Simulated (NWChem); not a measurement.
Molecule: C₂H₃F; SMILES C=CF

All runs: NWChem. Pople sets run with spherical d functions. Coordinates come from a PBE0/def2-SVP optimisation.

### Question
Taking PBE0/6-311++G** as the yardstick, which of these has the fewest basis functions while keeping “highest occupied level (eV)” within 0.05 eV of it: PBE0/6-31+G*; PBE0/STO-3G; PBE0/3-21G; PBE0/6-31G*; PBE0/6-311G**?

### Answer
none of them.
```csv
level,basis functions,highest occupied level (eV)
PBE0/STO-3G,18,-4.82
PBE0/3-21G,33,-7.36
PBE0/6-31G*,48,-7.32
PBE0/6-31+G*,60,-7.69
PBE0/6-311G**,72,-7.59
PBE0/6-311++G**,87,-7.76
```

The yardstick is one finite set, not the basis-set limit.
